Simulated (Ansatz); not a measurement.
# Worked example: PH, triplet against PH⁻, doublet

Geometry (PBE0/def2-TZVPD stationary point of a doublet), kept for both states (PH⁻, doublet: Π; PH, triplet: Σ⁻):

```json
{"atom": "P", "x (Å)": "0.0000", "y (Å)": "0.0000", "z (Å)": "0.0000"}
{"atom": "H", "x (Å)": "0.0000", "y (Å)": "0.0000", "z (Å)": "1.4426"}
```

Basis aug-cc-pVTZ; Ansatz 0.2.0. Correlated methods freeze the noble-gas cores. Prefix R: restricted or restricted open-shell reference; prefix U: unrestricted.

Full CI isn't at hand for all of this; UCCSDT(Q) serves as the reference, and is uncertain by the last step of the cluster series or more.

The highest occupied Kohn–Sham level of the anion is positive, up to +1.68 eV, so in those functionals the extra electron is held by the basis alone, which enters their differences from the reference.

```tsv
level	E(PH⁻, doublet) (hartree)	E(PH, triplet) (hartree)
UHF	-341.292090	-341.297931
UMP2	-341.437933	-341.406096
UCCSD(T)	-341.468519	-341.434825
PBE	-341.765620	-341.726623
B3LYP	-341.951196	-341.910497
UCCSDT(Q)	-341.469975	-341.435910
```

Problem. Give the vertical gap, PH triplet less PH⁻ doublet, at each level in eV (1 hartree = 27.2114 eV), and each error against UCCSDT(Q).

Solution. UCCSDT(Q): (-341.435910 − (-341.469975)) × 27.2114 = 0.927 eV (the reference)
B3LYP: (-341.910497 − (-341.951196)) × 27.2114 = 1.107 eV, error 0.180 eV
PBE: (-341.726623 − (-341.765620)) × 27.2114 = 1.061 eV, error 0.134 eV
UCCSD(T): (-341.434825 − (-341.468519)) × 27.2114 = 0.917 eV, error -0.010 eV
UMP2: (-341.406096 − (-341.437933)) × 27.2114 = 0.866 eV, error -0.061 eV
UHF: (-341.297931 − (-341.292090)) × 27.2114 = -0.159 eV, error -1.086 eV

Total energies of functionals can't be set beside those of wave-function methods, since they hold the core's correlation and their own absolute errors; only the differences compare.

The reference still carries a basis error, for a change of charge of the order of 0.1 eV, so smaller errors of functionals can't be ranked.

Each level lands on the state that its own search finds. T1 diagnostics of restricted CCSD: 0.020 and 0.021.
